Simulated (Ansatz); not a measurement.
C₂H₇NS, SMILES `NCCS`, charge 0, multiplicity 1.

Task: Give a relaxed structure at PBE0-D4/def2-TZVP (Ansatz 0.2.0). (Best estimate.)

Result: Computed: 
Z-matrix (Å, degrees):
```
C
C 1 1.515
N 1 1.448 2 110.5
H 1 1.103 2 108.6 3 126.1
H 1 1.096 2 107.9 3 -118.5
S 2 1.815 1 113.8 3 -62.6
H 2 1.091 1 111.2 3 173.6
H 2 1.092 1 109.7 3 54.0
H 3 1.014 1 109.4 2 59.6
H 3 1.011 1 111.0 2 178.2
H 6 1.344 2 96.7 1 -67.2
```
This is one stationary point; other conformers may exist.
